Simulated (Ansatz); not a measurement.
# AlH4NO (SMILES [NH2][AlH][OH]): a rigid scan of the dihedral angle H4–N1–Al2–O3

How does the energy rise as the dihedral angle H4–N1–Al2–O3 leaves its equilibrium value, and do density functionals follow CCSD(T)? No other atom is relaxed.

Method: single points in def2-TZVPP; program: Ansatz 0.2.0, Gaussian basis.

Levels: PBE-D4, r2SCAN-D4, PBE0-D4, B3LYP-D4, wB97M-V, Hartree-Fock, MP2, CCSD, CCSD(T). The scan takes 14.3, 34.3, 54.3, 74.3, 94.3, 114.3, 134.3, 154.3, 174.3°.

Correlated methods freeze the cores. B3LYP uses VWN-RPA correlation.

40 further runs of the same task are left out: 40 set aside as unsound or not needed.

## (1) The system as given

The minimum, relaxed at PBE0-D4: SMILES `[NH2][AlH][OH]`, 7 atoms, charge 0, spin multiplicity 1.

Atoms are counted from 1 here; the program's logs count them from 0.

Bond lengths: N1–Al2 1.760 Å, N1–H4 1.007 Å, N1–H5 1.006 Å, Al2–O3 1.698 Å, Al2–H6 1.579 Å, O3–H7 0.955 Å. Angles: Al2–N1–H4 125.1°, Al2–N1–H5 124.3°, H4–N1–H5 110.6°, N1–Al2–O3 116.8°, N1–Al2–H6 120.8°, O3–Al2–H6 122.4°, Al2–O3–H7 123.2°.

Geometry (Å):

```xyz
7

N    -1.1503    0.3460   -0.5687
Al    0.3306    0.1491    0.3626
O     1.3046   -1.1875   -0.0208
H    -1.4577   -0.2701   -1.3033
H    -1.8085    1.0956   -0.4369
H     0.7168    1.1797    1.4954
H     2.1257   -1.3807    0.4260
```

Energies of the minimum (eV), from earlier single points: PBE-D4 -10195.69133, r2SCAN-D4 -10200.94936, PBE0-D4 -10196.42034, B3LYP-D4 -10204.47485, wB97M-V -10201.77574, CCSD(T) -10185.33571.

At the minimum the dihedral angle H4–N1–Al2–O3 is 0.0°.

## (2) H4–N1–Al2–O3 = 14.3°

The input, ccsdt-tzvpp/in.yaml:

```yaml
crystal:
  periodic: [false, false, false]
  atoms:
    - {symbol: N, position_ang: [-1.150270, 0.345954, -0.568743]}
    - {symbol: Al, position_ang: [0.330576, 0.149113, 0.362572]}
    - {symbol: O, position_ang: [1.479189, -0.942511, -0.246703]}
    - {symbol: H, position_ang: [-1.457678, -0.270110, -1.303289]}
    - {symbol: H, position_ang: [-1.808466, 1.095637, -0.436936]}
    - {symbol: H, position_ang: [0.560282, 0.960639, 1.697871]}
    - {symbol: H, position_ang: [2.312528, -1.118633, 0.184418]}
basis:
  gaussian: {orbitals: def2-TZVPP}
correlation: {method: ccsd_t}
```

No record of the launch command was kept for these runs.

After this run come: H4–N1–Al2–O3 = 34.3°; H4–N1–Al2–O3 = 54.3°; H4–N1–Al2–O3 = 74.3°; H4–N1–Al2–O3 = 94.3°; H4–N1–Al2–O3 = 114.3°; H4–N1–Al2–O3 = 134.3°; H4–N1–Al2–O3 = 154.3°; H4–N1–Al2–O3 = 174.3°.

What does the calculation give? Wanted: highest point, CCSD(T); lowest point, CCSD(T); RMS deviation from CCSD(T); largest T1 diagnostic.

As calculated:

```
                  quantity                                                                                       value
    highest point, CCSD(T)                                                                           378 meV at 94.3 °
     lowest point, CCSD(T)                                                                              0 meV at 0.0 °
RMS deviation from CCSD(T)  PBE-D4 9, r2SCAN-D4 1, PBE0-D4 9, B3LYP-D4 5, wB97M-V 9, Hartree-Fock 2, MP2 0, CCSD 0 meV
     largest T1 diagnostic                                                                                       0.012
```

Over the points sampled the torsion costs at most 378 meV, a hindered rotation that is fast at room temperature. A rigid scan overstates barriers, since nothing else may give way. Best along the scan: CCSD. Worst: PBE0-D4.
